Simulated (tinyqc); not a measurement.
Inside a calculation. Method: G0W0 on RHF in the sto-3g basis, for H2O, spin multiplicity 1. One step of it, computed by the program tinyqc.

Problem. Iteration 7 (converged): orbitals. Diagonalise F' = X^T F X, C = X C', fill 5 alpha and 5 beta electrons from the bottom; D = 2 C_occ C_occ^T. Each column has its largest component positive (the first on a tie).

converged F (hartree), lower triangle:
```
             1O 1s      1O 2s     1O 2px     1O 2py     1O 2pz      2H 1s      3H 1s
1O 1s   -20.239915
1O 2s    -5.164464  -2.455455
1O 2px    0.000000   0.000000  -0.396734
1O 2py    0.000000   0.000000   0.000000  -0.321615
1O 2pz   -0.030224  -0.140806   0.000000   0.000000  -0.366891
2H 1s    -1.229477  -1.049024   0.000000  -0.383076  -0.398215  -0.602358
3H 1s    -1.229477  -1.049024   0.000000   0.383076  -0.398215  -0.440635  -0.602358
```

X:
```
                1          2          3         4          5          6         7
1O 1s   -0.299663   0.000000   0.759164  0.000000  -0.620106   0.000000  0.141921
1O 2s    1.194579   0.000000  -0.313635  0.000000  -0.316205   0.000000  0.406810
1O 2px   0.000000   0.000000   0.000000  1.000000   0.000000   0.000000  0.000000
1O 2py   0.000000   0.910490   0.000000  0.000000   0.000000   0.711455  0.000000
1O 2pz   0.589650   0.000000   0.646038  0.000000   0.629738   0.000000  0.201733
2H 1s   -0.750370  -0.896967  -0.147406  0.000000   0.119552   0.361091  0.374742
3H 1s   -0.750370   0.896967  -0.147406  0.000000   0.119552  -0.361091  0.374742
```

Give: F' = X^T F X; orbital energies; coefficients C; D after iteration 7.

Solution.

F' = X^T F X (hartree), lower triangle:
```
         1       2        3        4        5        6        7
1   0.2464
2   0.0000  0.7246
3   1.5178  0.0000  -9.1101
4   0.0000  0.0000   0.0000  -0.3967
5  -1.0426  0.0000   9.0071   0.0000  -9.7460
6   0.0000  0.1335   0.0000   0.0000   0.0000  -0.5986
7   0.0798  0.0000  -3.6454   0.0000   3.9347   0.0000  -2.7647
```

orbital energies (hartree): MO1 -20.2488, MO2 -1.2828, MO3 -0.6119, MO4 -0.4705, MO5 -0.3967, MO6 0.6276, MO7 0.7379

coefficients C:
```
            MO1      MO2      MO3      MO4     MO5      MO6      MO7
1O 1s    0.9941  -0.2317   0.0000   0.1082  0.0000  -0.1309   0.0000
1O 2s    0.0267   0.8271   0.0000  -0.5616  0.0000   0.8892   0.0000
1O 2px   0.0000   0.0000   0.0000   0.0000  1.0000   0.0000   0.0000
1O 2py   0.0000   0.0000   0.6175   0.0000  0.0000   0.0000   0.9767
1O 2pz   0.0047   0.1412   0.0000   0.7579  0.0000   0.7798   0.0000
2H 1s   -0.0060   0.1585   0.4484   0.2804  0.0000  -0.7973  -0.8566
3H 1s   -0.0060   0.1585  -0.4484   0.2804  0.0000  -0.7973   0.8566
```

D after iteration 7, lower triangle:
```
          1O 1s    1O 2s  1O 2px   1O 2py  1O 2pz    2H 1s   3H 1s
1O 1s    2.1073
1O 2s   -0.4517   2.0004
1O 2px   0.0000   0.0000  2.0000
1O 2py   0.0000   0.0000  0.0000   0.7625
1O 2pz   0.1079  -0.6173  0.0000   0.0000  1.1886
2H 1s   -0.0248  -0.0531  0.0000   0.5538  0.4698   0.6098
3H 1s   -0.0248  -0.0531  0.0000  -0.5538  0.4698  -0.1945  0.6098
```
